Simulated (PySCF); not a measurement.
Gas-phase reaction: HSiNH₂ + NH₃ + SiH₄ ⇌ 2 H₃SiNH₂

Method: PySCF energies plus ideal-gas RRHO corrections (1 bar). † marks an energy on the PBE0/def2-TZVP geometry and frequencies; other levels use their own. MP2 and CCSD(T) freeze the core. All species are closed-shell singlets. B3LYP is the form with VWN-RPA correlation. HSiNH₂, H₃SiNH₂: computed as isolated molecules; such fragments, hydroxides, amides, oligomers or adducts are transient or little studied in the gas. MP2 isn't extrapolated to the basis-set limit; its ΔH°(298 K) is -187.2 kJ in def2-SVP and -204.4 kJ in def2-TZVPP. CCSD(T) isn't extrapolated to the basis-set limit; its ΔH°(298 K) is -166.9 kJ in def2-SVP and -186.2 kJ in def2-TZVPP. The harmonic model lacks anharmonicity and excited electronic states, which grow with temperature; levels with a mode under 35 cm⁻¹ are left out. Internal rotation in HSiNH₂, H₃SiNH₂ is treated as a harmonic vibration of one conformer, which makes the entropy rough.

```
level              ΔE electronic, kJ  ΔH°(298 K), kJ  ΔS°(298 K), J/K  ΔG°(2000 K), kJ
-----------------  -----------------  --------------  ---------------  ---------------
B3LYP/def2-TZVP†                -178            -178             -114               20
BLYP/def2-TZVP†                 -158            -159             -114               40
CCSD(T)/def2-SVP†               -166            -167             -114               32
M06-2X/def2-TZVP†               -197            -198             -114                1
MP2/def2-TZVPP†                 -204            -204             -114               -6
PBE/def2-SVP                    -171            -170             -118               37
PBE/def2-TZVP†                  -175            -175             -114               24
PBE0/def2-SVP†                  -186            -186             -114               12
```
ΔH° is lowest at MP2/def2-TZVPP† and highest at BLYP/def2-TZVP†. No reference value is set beside these.
